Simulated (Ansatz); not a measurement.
`COCC(=O)O`, relaxed with RKS PBE0-D4/def2-TZVP in Ansatz from a PBE-D4/def2-SVP geometry. The force threshold is 0.005 eV/Å; the program also tests the step.

Total charge 0; spin multiplicity 1.

Start:

```xyz
12

C    -0.360    1.168   -1.177
O    -0.442   -0.243   -1.142
C    -0.671   -0.764    0.134
C     0.513   -0.763    1.106
O     0.413   -1.049    2.282
O     1.683   -0.438    0.509
H     0.513    1.555   -0.603
H    -0.241    1.464   -2.237
H    -1.286    1.646   -0.776
H    -0.964   -1.830    0.013
H    -1.515   -0.262    0.668
H     2.357   -0.483    1.223
```

(1) By how much does the energy fall, and how many steps does the optimiser take? (Best estimate.)

(2) Which bonds change most? (Best estimate.)

(3) Give the relaxed structure. (An estimate is asked.)

Results:

(1) Computed: 5.73 kJ/mol, in 6 steps.

(2) Ansatz gave: C3–H11 from 1.118 to 1.099 Å; C1–H9 from 1.117 to 1.098 Å; C1–H7 from 1.114 to 1.096 Å; C1–H8 from 1.107 to 1.089 Å.

(3) The calculation gave: 
```xyz
12

C    -0.367    1.166   -1.169
O    -0.425   -0.239   -1.134
C    -0.660   -0.753    0.134
C     0.514   -0.754    1.095
O     0.401   -1.029    2.258
O     1.683   -0.454    0.519
H     0.481    1.552   -0.593
H    -0.245    1.455   -2.212
H    -1.294    1.609   -0.782
H    -0.954   -1.800    0.018
H    -1.484   -0.241    0.649
H     2.351   -0.510    1.217
```
